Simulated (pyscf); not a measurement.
Cl–CH₂–Zn–Cl + H• → H₃C–Cl + [Cl–Zn]•, a substitution at C (doublet surface; C–Zn broken, C–H formed). Optimised with ωB97X-D3(BJ)/def2-SVP in PySCF. Energies in kcal/mol from the separated reactants.

Small-basis levels: PySCF, no dispersion term, spherical d functions. AM1 to PM7: differences of heats of formation from MOPAC, which are fitted to 298 K values and so differ in kind from electronic energies by zero-point and thermal terms. Open shells are spin-unrestricted. 

```csv
level,barrier,reaction energy
HF/6-31G*+LANL2DZ,38.7,-46.3
SVWN5/6-31G*+LANL2DZ,2.7,-44.8
BP86/6-31G*+LANL2DZ,9.1,-50.4
PBE/6-31G*+LANL2DZ,11.5,-46.4
B3LYP/6-31G*+LANL2DZ,15.5,-50.6
PBE/def2-SVP,15.1,-32.2
AM1,3.7,-53.5
PM6,20.4,-32.2
PM7,19.4,-16.9
ωB97M-D3(BJ)/def2-TZVP,22.7,-38.4
```

Against the last row the barrier runs from -20.0 (SVWN5/6-31G*+LANL2DZ) to +16.0 kcal/mol (HF/6-31G*+LANL2DZ). ωB97M-D3(BJ)/def2-TZVP has limits of its own. On the product side the descent ends in a complex (not fully relaxed), 5.1 kcal/mol under the separated species and 64.5 kcal/mol under the saddle at ωB97X-D3(BJ)/def2-TZVP. Abstraction by the radical was not located in this set and often lies lower. This is the saddle that the search found; another between the same sides may lie lower. The angle at the attacked C is 178°. The term symbol of open-shell Cl–Zn was not checked; spin-orbit terms are left out. In the def2 sets elements up to Kr have no core potential.
